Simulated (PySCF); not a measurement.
Question: Write Cartesian coordinates for `c1sccc1` as optimised with PBE0-D3(BJ)/def2-SVP.

Answer: 
```
atom  x, y, z in Å
C1    -0.762   -0.666   -0.026
C2     0.661   -0.736   -0.026
C3     1.244    0.504   -0.009
S4     0.069    1.755    0.007
C5    -1.223    0.624   -0.009
H6    -1.419   -1.537   -0.037
H7     1.229   -1.666   -0.038
H8     2.306    0.748   -0.005
H9    -2.255    0.972   -0.005
```

Any rigid rotation of these coordinates is as good. Atoms count from 1 in this order. The 5-membered ring C1–C2–C3–S4–C5 has internal angles of 92.0° to 112.5° (sum 540°, against 540° for a flat polygon); it is planar, 0.00 Å rms from its mean plane, widest ring torsion 0°. The 5 heavy atoms lie in one plane (0.000 Å rms). S4 (thiophene-type sulfur) is bent (angle 92.0°). The C–C distances run from 1.370 Å (C1–C5, aromatic) to 1.424 Å (C1–C2, aromatic), a spread of 0.054 Å.

Bonds between heavy atoms (Å): C1–C2 1.424, C2–C3 1.370, C3–S4 1.717, S4–C5 1.717, C1–C5 1.370.

Computed, not measured: PySCF 2.14.0, PBE0-D3(BJ)/def2-SVP geometry optimisation, gas phase.

Point group: C2v (every atom within 0.08 Å of its image). Whether it is a minimum is left open (no frequencies).
